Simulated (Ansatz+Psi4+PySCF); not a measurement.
A calculation with Ansatz (development build ahead of 0.2.0).

```yaml
crystal:
  periodic: [false, false, false]
  atoms:
    - { symbol: O, position_ang: [0.3572, -0.147, 0.3904] }
    - { symbol: O, position_ang: [-0.3572, 0.147, -0.3904] }
basis:
  gaussian: { orbitals: cc-pVTZ }
total_charge: 1
magnetization:
  initial_magnetization: 1
hamiltonian:
  xc: hf
correlation:
  method: mp2
  frozen_orbitals: { O: 1 }
scf:
  omitted_lower_state_checks: [starts, atomic_configurations, cluster_reference, orbital_swaps, given_window_search, neighbouring_geometries, increment]
```

The input is written out in the form of the current development build from the run's settings. Correlation on restricted open-shell orbitals is semicanonical, with singles.

Output:

* Converged: yes
* Reference energy: -149.22159 hartree
* Correlation energy: -0.46567 hartree
* Total energy: -149.68726 hartree
* Spin squared of the determinant: 0.750
* Stability test: minimum among restricted orbitals
* Occupied orbitals by symmetry in an Abelian subgroup (alpha; beta): 3 Ag 2 B1u 1 B2g 1 B2u 1 B3u; 3 Ag 2 B1u 1 B2u 1 B3u

Caution: MP2 on this radical cation hangs on the determinant chosen.
